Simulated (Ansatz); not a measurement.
Reaction: CH6Si (SMILES C[SiH3]) → CH5Si (SMILES C[SiH2], doublet) + H (doublet) (the H-Si bond breaks)
Each species at its own B3LYP-D3(BJ)/def2-TZVP minimum (Ansatz, an electronic-structure program).

Quantity: bond dissociation energy (electronic), in kcal/mol. UHF or UKS for unpaired electrons; spin-orbit terms are left out. CBS(X,Y): correlation extrapolated as X^-3, Hartree-Fock from the larger set (Q,5: extrapolated as (X+1)exp(-9√X)). A bracket is a step between two methods taken in the basis named. Functionals run without relativity, which enters their misses. Double hybrids freeze cores in their MP2 part. 'core' is core correlation in cc-pwCVTZ (1s frozen past Ne), 'X2C' scalar relativity in cc-pVTZ-DK, both at CCSD(T). Where a partner has so few electrons that a lower coupled-cluster level is exact, that level stands in.

CCSD(T)/CBS(cc-pV(Q+d)Z,cc-pV(5+d)Z) + [CCSDT(Q) - CCSD(T)]/cc-pV(D+d)Z + core + X2C (Ansatz) gives 97.4 kcal/mol.

### Question
How far off this value is PBE/def2-TZVPD (Ansatz), in which direction, and which of these levels come nearer: r2SCAN/def2-TZVPD, PBE0/def2-TZVPD, B2PLYP/def2-TZVPD, CCSD(T)/CBS(cc-pV(Q+d)Z,cc-pV(5+d)Z) + core + X2C?

### Answer
PBE gives 91.3 kcal/mol, 6.1 kcal/mol below it. Differences of the others: r2SCAN/def2-TZVPD (Ansatz) -4.9; PBE0/def2-TZVPD (Ansatz) -5.1; B2PLYP/def2-TZVPD (Ansatz) -2.2; CCSD(T)/CBS(cc-pV(Q+d)Z,cc-pV(5+d)Z) + core + X2C (Ansatz) 0.1 kcal/mol. Nearer than PBE: r2SCAN/def2-TZVPD, PBE0/def2-TZVPD, B2PLYP/def2-TZVPD, CCSD(T)/CBS(cc-pV(Q+d)Z,cc-pV(5+d)Z) + core + X2C.
